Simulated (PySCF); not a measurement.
# Basis-set dependence of excited states

Species: HF.
SMILES: `F`

TDDFT with PBE0 (PySCF), vertical singlets, core orbitals frozen in the response, spherical d and f functions. Isolated species at its PBE0-D3(BJ)/def2-SVP geometry, gas phase.

| basis | functions | diffuse | S1 (eV) | S2 (eV) | S3 (eV) | S4 (eV) | S5 (eV) | LUMO (eV) | α (au) |
| --- | --- | --- | --- | --- | --- | --- | --- | --- | --- |
| 6-31G* | 16 | no | 10.55 | 10.55 | 15.75 | 30.45 | 30.45 | 2.42 | 2.7 |
| def2-SVP | 19 | no | 10.28 | 10.28 | 14.94 | 24.13 | 24.13 | 1.77 | 2.6 |
| 6-31+G* | 20 | yes | 11.14 | 11.14 | 15.35 | 15.35 | 15.43 | 1.79 | 3.7 |
| def2-SVPD | 31 | yes | 10.31 | 10.31 | 14.20 | 14.34 | 14.34 | 0.48 | 5.5 |
| aug-cc-pVDZ | 32 | yes | 9.73 | 9.73 | 13.12 | 13.12 | 13.70 | -0.34 | 5.0 |
| def2-TZVP | 37 | no | 10.25 | 10.25 | 14.62 | 19.88 | 19.88 | 0.83 | 3.5 |
| def2-TZVPD | 49 | yes | 10.10 | 10.10 | 13.06 | 13.06 | 13.10 | 0.30 | 5.6 |
| aug-cc-pVTZ | 69 | yes | 9.75 | 9.75 | 12.53 | 12.53 | 13.60 | -0.34 | 5.5 |

Question: How much do these states and the polarisability depend on the basis?

Answer: States are compared by their number. Against the largest diffuse basis here (aug-cc-pVTZ, itself not a converged limit), sets without diffuse functions differ by up to 0.80 eV in S1 and 16.85 eV in S5; the smaller diffuse sets differ by up to 1.39 and 1.83 eV. State by state, the largest deviation of a set without diffuse functions is S1 0.80, S2 0.80, S3 3.22, S4 17.92, S5 16.85 eV. The same number needn't mean the same state in each row. Against aug-cc-pVTZ the polarisability deviates by -50% in 6-31G*, -53% in def2-SVP, -32% in 6-31+G*, 0% in def2-SVPD, -8% in aug-cc-pVDZ, -37% in def2-TZVP, +3% in def2-TZVPD. A single + in a Pople set puts diffuse functions on heavy atoms only.
